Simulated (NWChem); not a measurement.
The numbers come from NWChem runs, not from measurements. System: dimethyl ether (C$_{2}$H$_{6}$O), charge 0, spin multiplicity 1, at a geometry optimised with PBE0/def2-SVP. Level: CR-CCSD(T)/cc-pVDZ, 3 core orbitals frozen.

The NWChem input:

```
start mol
memory heap 100 mb stack 700 mb global 1900 mb
geometry units angstroms nocenter noautoz
  C     -1.161079     0.000000    -0.188064
  O      0.000000     0.000000     0.577790
  C      1.161079     0.000000    -0.188064
  H     -1.233042    -0.895231    -0.839514
  H     -1.233042     0.895231    -0.839514
  H     -2.021460     0.000000     0.496256
  H      1.233042    -0.895231    -0.839514
  H      2.021460     0.000000     0.496256
  H      1.233042     0.895231    -0.839514
  symmetry group C2v
end
basis spherical
  * library cc-pvdz
end
scf
  rhf
  nopen 0
  maxiter 100
  thresh 1e-7
  semidirect memsize 60000000 filesize 0
end
tce
  freeze core 3
  cr-ccsd(t)
  2eorb
  2emet 13
  thresh 1e-6
  maxiter 100
  tilesize 24
end
task tce energy
```

Output (cleaned and shortened):

```
             Northwest Computational Chemistry Package (NWChem) 7.3.0
             --------------------------------------------------------

                                NWChem Input Module
                                -------------------

 Scaling coordinates for geometry "geometry" by  1.889725989
 (inverse scale =  0.529177249)

 Turning off AUTOSYM since
 SYMMETRY directive was detected!

                             Geometry "geometry" -> ""
                             -------------------------

 Output coordinates in angstroms (scale by  1.889725989 to convert to a.u.)

  No.       Tag          Charge          X              Y              Z
 ---- ---------------- ---------- -------------- -------------- --------------
    1 C                    6.0000    -1.16107900     0.00000000    -0.18806400
    2 O                    8.0000     0.00000000     0.00000000     0.57779000
    3 C                    6.0000     1.16107900     0.00000000    -0.18806400
    4 H                    1.0000    -1.23304200    -0.89523100    -0.83951400
    5 H                    1.0000    -1.23304200     0.89523100    -0.83951400
    6 H                    1.0000    -2.02146000     0.00000000     0.49625600
    7 H                    1.0000     1.23304200    -0.89523100    -0.83951400
    8 H                    1.0000     2.02146000     0.00000000     0.49625600
    9 H                    1.0000     1.23304200     0.89523100    -0.83951400

 Effective nuclear repulsion energy (a.u.)      84.3016847105

            Nuclear Dipole moment (a.u.)
            ----------------------------
        X                 Y               Z
 ---------------- ---------------- ----------------
     0.0000000000     0.0000000000     0.0000151178

      Symmetry information
      --------------------

 Group name             C2v
 Group number             16
 Group order               4
 No. of unique centers     4

      Symmetry unique atoms

     1    2    4    6


 Summary of "ao basis" -> "" (spherical)
 ------------------------------------------------------------------------------
       Tag                 Description            Shells   Functions and Types
 ---------------- ------------------------------  ------  ---------------------
 *                          cc-pvdz                   on all atoms

 Summary of "ao basis" -> "ao basis" (spherical)
 ------------------------------------------------------------------------------
       Tag                 Description            Shells   Functions and Types
 ---------------- ------------------------------  ------  ---------------------
 C                          cc-pvdz                  6       14   3s2p1d
 O                          cc-pvdz                  6       14   3s2p1d
 H                          cc-pvdz                  3        5   2s1p

                                 NWChem SCF Module
                                 -----------------

  ao basis        = "ao basis"
  functions       =    72
  atoms           =     9
  closed shells   =    13
  open shells     =     0
  charge          =   0.00
  wavefunction    = RHF
  use symmetry    = T
  symmetry adapt  = T

 Summary of "ao basis" -> "ao basis" (spherical)
 ------------------------------------------------------------------------------
       Tag                 Description            Shells   Functions and Types
 ---------------- ------------------------------  ------  ---------------------
 C                          cc-pvdz                  6       14   3s2p1d
[...]
              MO Center=  3.1D-15, -2.4D-16,  3.4D-01, r^2= 7.6D+00
   Bfn.  Coefficient  Atom+Function         Bfn.  Coefficient  Atom+Function
  ----- ------------  ---------------      ----- ------------  ---------------
    54      1.505724  6 H  s                 64      1.505724  8 H  s
     9     -0.771223  1 C  pz                37     -0.771223  3 C  pz
    44     -0.573350  4 H  s                 49     -0.573350  5 H  s
    59     -0.573350  7 H  s                 69     -0.573350  9 H  s
     7      0.458714  1 C  px                35     -0.458714  3 C  px

 center of mass
 --------------
 x =   0.00000000 y =   0.00000000 z =   0.09621078

 moments of inertia (a.u.)
 ------------------
          45.129962628800           0.000000000000           0.000000000000
           0.000000000000         200.433327320169           0.000000000000
           0.000000000000           0.000000000000         178.378433819616

  Mulliken analysis of the total density
  --------------------------------------

    Atom       Charge   Shell Charges
 -----------   ------   -------------------------------------------------------
    1 C    6     5.84   2.00  0.65  0.37  1.96  0.74  0.11
    2 O    8     8.46   2.00  0.82  0.94  2.85  1.82  0.02
    3 C    6     5.84   2.00  0.65  0.37  1.96  0.74  0.11
    4 H    1     0.99   0.76  0.20  0.03
    5 H    1     0.99   0.76  0.20  0.03
    6 H    1     0.96   0.76  0.17  0.03
    7 H    1     0.99   0.76  0.20  0.03
    8 H    1     0.96   0.76  0.17  0.03
    9 H    1     0.99   0.76  0.20  0.03

       Multipole analysis of the density wrt the origin
       ------------------------------------------------

     L   x y z        total         open         nuclear
     -   - - -        -----         ----         -------
     0   0 0 0     -0.000000      0.000000     26.000000

     1   1 0 0     -0.000000      0.000000      0.000000
     1   0 1 0     -0.000000      0.000000      0.000000
     1   0 0 1     -0.537987      0.000000      0.000015

     2   2 0 0    -12.741044      0.000000    108.672575
     2   1 1 0      0.000000      0.000000      0.000000
     2   1 0 1      0.000000      0.000000      0.000000
     2   0 2 0    -15.016365      0.000000     11.447954
     2   0 1 1      0.000000      0.000000      0.000000
     2   0 0 2    -15.689217      0.000000     22.879174

                   NWChem Extensible Many-Electron Theory Module
                   ---------------------------------------------


            General Information
            -------------------
      Number of processors :     1
         Wavefunction type : Restricted Hartree-Fock
          No. of electrons :    26
           Alpha electrons :    13
            Beta electrons :    13
           No. of orbitals :   144
            Alpha orbitals :    72
             Beta orbitals :    72
        Alpha frozen cores :     3
         Beta frozen cores :     3
     Alpha frozen virtuals :     0
      Beta frozen virtuals :     0
         Spin multiplicity : singlet
    Number of AO functions :    72
       Number of AO shells :    36
        Use of symmetry is : on
      Symmetry adaption is : on
         Schwarz screening : 0.10D-09

          Correlation Information
          -----------------------
          Calculation type : Coupled-cluster singles & doubles w/ perturbation
   Perturbative correction : Completely renormalized (T)
            Max iterations :      100
        Residual threshold : 0.10D-05
     T(0) DIIS level shift : 0.00D+00
     L(0) DIIS level shift : 0.00D+00
     T(1) DIIS level shift : 0.00D+00
     L(1) DIIS level shift : 0.00D+00
     T(R) DIIS level shift : 0.00D+00
     T(I) DIIS level shift : 0.00D+00
   CC-T/L Amplitude update :  5-th order DIIS
                I/O scheme : Global Array Library
        L-threshold :  0.10D-05
        EOM-threshold :  0.10D-05
 no EOMCCSD initial starts read in
 TCE RESTART OPTIONS
 SLICE:      F
 D4D5:       F
 quantumc:   F
 qrotation:  F
 pwtce:      F
 qducc:      F
 nacto:                         0
 nrotv:                         0
 nrot:                          0

            Memory Information
            ------------------
          Available GA space size is     249031616 doubles
          Available MA space size is     104846228 doubles

 Maximum block size supplied by input
 Maximum block size        24 doubles

 tile_dim =     20

 -------------------------------------------------

 Global array virtual files algorithm will be used

 Parallel file system coherency ......... OK

 4-electron integrals stored in orbital form

 v2    file size   =          1462003
 4-index algorithm nr.  13 is used
 imaxsize =       30
 imaxsize ichop =        0


CCSD iterations
 ---------------------------------------------------------
 Iter          Residuum       Correlation     Cpu    Wall
 ---------------------------------------------------------
    1   0.1807001758397  -0.4782978963620     0.6     0.6
    2   0.0496979786432  -0.5047016490407     0.5     0.5
    3   0.0176140825965  -0.5142271389501     0.6     0.6
    4   0.0071208644140  -0.5163695948206     0.6     0.6
    5   0.0030226814724  -0.5172310393974     0.6     0.6
    6   0.0006671578712  -0.5176541209603     0.5     0.5
    7   0.0002642433435  -0.5177195848211     0.6     0.6
    8   0.0001152153185  -0.5177200468185     0.6     0.6
    9   0.0000582141747  -0.5177199765715     0.5     0.5
   10   0.0000280509338  -0.5177212837843     0.5     0.5
   11   0.0000059925599  -0.5177215236049     0.6     0.6
   12   0.0000025908092  -0.5177221204828     0.6     0.6
   13   0.0000014325424  -0.5177222697882     0.5     0.5
   14   0.0000008037116  -0.5177222944573     0.6     0.6
 -----------------------------------------------------------------
 Iterations converged
 CCSD correlation energy / hartree =        -0.517722294457340
 CCSD total energy / hartree       =      -154.593491790476321

 Singles contributions

 Doubles contributions
 CR-CCSD(T)

 CR-CCSD[T]  correction energy / hartree =        -0.010411529298244
 CR-CCSD[T] correlation energy / hartree =        -0.528133823755584
 CR-CCSD[T] total energy / hartree       =      -154.603903319774560
 CR-CCSD(T)  correction energy / hartree =        -0.009976655122276
 CR-CCSD(T) correlation energy / hartree =        -0.527698949579616
 CR-CCSD(T) total energy / hartree       =      -154.603468445598594

 Task  times  cpu:       36.9s     wall:       36.9s

 Total times  cpu:       37.0s     wall:       37.0s
```
